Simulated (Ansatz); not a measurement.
# C₂H₂S: small, medium and large basis sets

The task here is to estimate one member of a computed series from the others.

Program: Ansatz 0.2.0, Gaussian basis. Level of theory: one geometry, several basis sets. These are calculated values, not measurements.

The runs, in order: PBE0-D4/def2-SVP; ωB97M-V/def2-SVP; PBE0-D4/def2-QZVPP; ωB97M-V/def2-QZVPP; CCSD(T)/cc-pV(D+d)Z; CCSD(T)/cc-pV(T+d)Z; CCSD(T)/cc-pV(Q+d)Z; the functionals' def2-TZVPP values are taken from earlier runs.

**Structure used throughout**

An earlier PBE0-D4 in a triple-zeta def2 set relaxation fixed the geometry.

5 atoms, charge 0, spin multiplicity 1.

Atoms are counted from 1 here; the program's logs count them from 0.

Bond lengths: C1–C2 1.303 Å, C1–H4 1.084 Å, C1–H5 1.084 Å, C2–S3 1.551 Å. Angles: C2–C1–H4 120.6°, C2–C1–H5 120.6°, H4–C1–H5 118.9°, C1–C2–S3 180.0°.

Set-up of the first run:

in.yaml

```yaml
crystal:
  periodic: [false, false, false]
  atoms:
    - {symbol: C, position_ang: [0.557867, -0.264286, 0.096572]}
    - {symbol: C, position_ang: [-0.610503, 0.267896, -0.127147]}
    - {symbol: S, position_ang: [-2.000969, 0.901445, -0.393152]}
    - {symbol: H, position_ang: [1.411184, 0.002330, -0.515762]}
    - {symbol: H, position_ang: [0.692422, -0.980987, 0.898090]}
basis:
  gaussian: {orbitals: def2-SVP}
hamiltonian: {xc: pbe0, dispersion: d4}
output: {orbitals: {seedname: orbitals}}
```

Command:

```sh
> ansatz run in.yaml --threads 4 --pin off --events-out ev --progress --plain --max-ram 10444MiB
```

Among the steps run: PBE0-D4 in def2-SVP; ωB97M-V in def2-SVP; PBE0-D4 in def2-QZVPP; ωB97M-V in def2-QZVPP.

One table of the session follows, with a row left open; its other results are not shown here.

It belongs to the step «Density functionals: the series». 

```
functional       basis  HOMO (eV)  LUMO (eV)
   PBE0-D4    def2-SVP      -6.52      -2.01
   PBE0-D4  def2-TZVPP      -6.62      -2.15
   PBE0-D4  def2-QZVPP      -6.64      -2.19
   ωB97M-V    def2-SVP          ?          ?
   ωB97M-V  def2-TZVPP      -8.65       0.05
   ωB97M-V  def2-QZVPP      -8.68      -0.02
```

**Question.** Estimate the row for ωB97M-V, def2-SVP.

**Answer.** HOMO (eV): -8.52; LUMO (eV): 0.26. In the column «HOMO (eV)» it lies between ωB97M-V, def2-TZVPP (-8.65) and PBE0-D4, def2-QZVPP (-6.64).
